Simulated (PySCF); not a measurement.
F₂⁺ at UHF-MP2

Level: UHF-MP2. F 6-311G(d,p); no relativity (PySCF 2.14).

| Quantity | Value |
| --- | --- |
| state | ²Πg (doublet), unpaired electrons π ↑ |
| bond length | 1.397 Å |
| harmonic wavenumber | 600 cm⁻¹ |
| force constant | 2.02 mdyn/Å |
| rotational constant Be | 0.9096 cm⁻¹ |
| anharmonicity ωexe | 56.2 cm⁻¹ |
| vibration–rotation constant αe | 0.0477 cm⁻¹ |
| well depth De to F⁺ + F | 3.16 eV |
| dissociation energy D0 | 3.12 eV |

Correlated steps freeze 2 core orbitals. The state was picked by a PBE0 search and need not be the measured ground state.
